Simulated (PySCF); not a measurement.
Molecule: SMILES Sc1ccsc1, C4H4S2.

Atoms are numbered as in `[SH:1][c:2]1[cH:3][cH:4][s:5][cH:6]1` (H(Xn): hydrogen on atom n).

Geometry PBE0-D3(BJ)/def2-SVP throughout; GIAO in PySCF, gas phase, one conformer, non-relativistic; equivalent atoms averaged; functional PBE0.

Question: How do the absolute shieldings σ depend on the basis set? (a selection of nuclei; ppm; last column core-seconds on shared hosts with different chips, so compare them loosely)

Answer: 
```tsv
basis set	functions	S5	S1	C4	C6	C2	C3	H(C4)	H(C6)	H(S1)	core-s
STO-3G	42	530.8	728.7	116.1	117.1	121.2	126.6	26.12	26.21	32.12	2.8
6-31G	70	359.0	640.1	71.2	68.6	76.7	72.6	25.48	25.41	30.22	5.6
pcSseg-0	70	312.9	623.5	50.3	48.8	60.1	52.8	26.01	26.02	30.14	7
6-31G*	100	333.3	603.8	72.0	68.6	74.8	68.7	25.08	25.00	29.05	7.5
def2-SVP	112	345.3	634.2	66.4	64.4	69.1	64.7	24.49	24.47	28.62	7.8
cc-pVDZ	112	342.1	626.7	68.5	66.4	70.0	65.9	24.23	24.21	28.35	9.8
pcSseg-1	136	268.0	573.3	50.9	48.8	53.9	46.5	24.14	24.09	27.89	28
aug-cc-pVDZ	182	334.9	631.4	66.9	64.9	69.8	65.3	23.97	23.98	28.16	18
6-311+G(2d,p)	202	252.7	564.5	54.9	52.2	56.8	50.2	24.12	24.05	28.15	19
def2-TZVP	222	230.1	545.8	54.2	51.6	54.9	48.6	24.12	24.09	28.03	24
cc-pVTZ	244	293.7	591.7	55.2	53.0	57.0	50.4	23.95	23.94	27.98	30
IGLO-III	268	258.3	569.4	48.1	45.8	49.5	42.7	24.03	23.98	27.95	36
pcSseg-2	286	250.8	561.5	46.7	44.2	48.7	41.6	23.88	23.81	27.76	48
```

Question: Which nucleus among those listed moves most, in ppm?

Answer: S5 (aromatic ring sulfur): from 230.1 ppm with def2-TZVP to 530.8 ppm with STO-3G. The smallest spread is 2.24 ppm, at H(C4). Proton shifts span only some 12 ppm, so a few tenths of a ppm matter as much there as several ppm in carbon.

Question: Taking the largest basis, pcSseg-2 (286 functions), as the yardstick, rank the others by their worst heavy-atom deviation.

Answer: IGLO-III 7.9 ppm (268 functions), 6-311+G(2d,p) 8.6 ppm (202 functions), pcSseg-1 17.2 ppm (136 functions), def2-TZVP 20.7 ppm (222 functions), cc-pVTZ 42.9 ppm (244 functions), pcSseg-0 62.1 ppm (70 functions), 6-31G* 82.5 ppm (100 functions), aug-cc-pVDZ 84.1 ppm (182 functions), cc-pVDZ 91.3 ppm (112 functions), def2-SVP 94.5 ppm (112 functions), 6-31G 108.2 ppm (70 functions), STO-3G 280.0 ppm (42 functions).

A small basis that lands close on one nucleus may do so by chance; judge by the trend and by all nuclei.
